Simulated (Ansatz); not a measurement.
Zinc-blende BeSe, treated with B3LYP (VWN-RPA form) (Ansatz, a program for electronic structure, plane waves, PAW).

Settings: plane-wave cutoff 520 eV, 10×10×10 k mesh, scalar-relativistic PAW data made under PBE.

Computed at the level's own relaxed cell.

Hill averages of the elastic tensor: K = 75.4 GPa, G = 57.1 GPa. Volume 17.584 Å³/atom, mean atomic mass 43.986 u.

### Question
Work out the density, the sound velocities of a polycrystal and the elastic Debye temperature at this level.

### Answer
ρ = 1.66054 × 43.986/17.584 = 4.154 g/cm³. v_l = √[(K + 4G/3)/ρ] = 6.040 km/s and v_t = √(G/ρ) = 3.708 km/s. The mean follows from 3/v_m³ = 1/v_l³ + 2/v_t³: v_m = 4.093 km/s. Θ_D = (ħ/k_B) v_m (6π²/V)^(1/3) = 76.38 K Å s/km × 4.093 × 1.4989 Å⁻¹ = 469 K, counting all atoms of the cell.
